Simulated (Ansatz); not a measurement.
Ansatz (a quantum-chemistry and plane-wave program) input (CCSD(T)/cc-pV5Z):

Ansatz 0.2 input:
```yaml
crystal:
  periodic: [false, false, false]
  atoms:
    - {symbol: O, position_ang: [-0.00000000, -0.00000000, -0.10780207]}
    - {symbol: H, position_ang: [0.00000000, 0.00000000, 0.86241659]}
basis:
  gaussian:
    orbitals: cc-pV5Z
total_charge: -1
magnetization: {spin_polarized: false}
correlation: {method: ccsd_t, electrons: outside_noble_gas}
```

Output:

```
Functional definition: HF
integrals: 0.33 GiB planned
951 factors; integrals over basis functions are off by at most 1.2e-3 eV
mean field: 0.32 GiB planned
mean field evaluation 1: about -2051.3856 eV, gradient 1.9e1 eV
mean field evaluation 2: about -2051.3861 eV, gradient 1.9e1 eV
mean field evaluation 4: about -2052.0689 eV, gradient 1.6e0 eV
mean field evaluation 8: about -2052.0762 eV, gradient 5.5e-5 eV
mean field evaluation 16: about -2052.0754 eV, gradient 4.6e-1 eV
mean field -2052.07617856 eV, -75.4124086150 hartree, gradient 1.6e-6 eV, S^2 0.000000; 0 other end points of the search recorded, 0 dependent functions left out
1 core orbitals not correlated
reference -2052.07617856 eV, -75.4124086150 hartree; 4, 4 occupied and 141, 141 virtual orbitals, 951 factors
second order -8.37215146 eV of doubles, -0.00000000 eV of singles
coupled cluster: 0.67 GiB planned
cycle   1  -7.95099465 eV  change    4.2e-1 eV  update   6.5e-2
cycle   2  -8.14401082 eV  change   -1.9e-1 eV  update   2.0e-2
cycle   3  -8.19113948 eV  change   -4.7e-2 eV  update   7.3e-3
cycle   4  -8.18628577 eV  change    4.9e-3 eV  update   1.9e-3
cycle   5  -8.18611382 eV  change    1.7e-4 eV  update   5.3e-4
cycle   6  -8.18635332 eV  change   -2.4e-4 eV  update   1.8e-4
cycle   7  -8.18623738 eV  change    1.2e-4 eV  update   6.6e-5
cycle   8  -8.18623736 eV  change    2.5e-8 eV  update   2.2e-5
cycle   9  -8.18623784 eV  change   -4.8e-7 eV  update   5.8e-6
perturbative correction -0.32752114 eV, -0.0120361798 hartree
Total energy: -2060.58993754 eV, -75.7252834864 hartree
```
